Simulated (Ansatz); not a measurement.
Zinc-blende HgS (metastable phase) was calculated with revPBE in Ansatz (plane waves, PAW).

Settings: plane-wave cutoff 520 eV, 10×10×10 k mesh, Fermi–Dirac smearing 0.01 eV, scalar-relativistic PAW data made under PBE.

Results at a series of volumes:

| V (Å³/atom) | E − E_lowest (meV/atom) | P (GPa) |
|---|---|---|
| 26.066 | 15.79 | 3.23 |
| 26.621 | 6.73 | 2.02 |
| 27.176 | 1.62 | 0.95 |
| 27.730 | 0.00 | 0.00 |
| 28.285 | 1.49 | -0.84 |
| 28.839 | 5.73 | -1.59 |
| 29.394 | 12.41 | -2.25 |

Estimate the bulk modulus from the pressures at 27.176 and 28.285 Å³/atom, and compare it with a fit to all energies.

B = −V dP/dV. Between V = 27.176 and 28.285 Å³/atom, dP/dV = (-0.84 − (0.95))/(28.285 − 27.176) = -1.61 GPa per Å³/atom; at the midpoint 27.730 Å³/atom this gives B ≈ 44.8 GPa. The third-order Birch–Murnaghan fit gives V0 = 27.730 Å³/atom, B0 = 44.8 GPa, B′ = 5.0, which lies within 1 % of that estimate.

Measured, for comparison: equilibrium volume per atom 24.91 Å³/atom (295 K, no zero-point or thermal correction; as tabulated in Cardona et al. (2009), arXiv:0908.2634). Computed (rounded) less measured: equilibrium volume per atom +11.3 %.

Note: the cell is over a tenth larger than the published one: the level's own overestimate first of all, though another phase or state, or a fault of the published cell, is possible.

Spin–orbit coupling is not included; it can open a gap where bands touch, and shift volumes and moduli.

Static lattice: no zero-point or thermal effects.

Ansatz is a first-principles code.
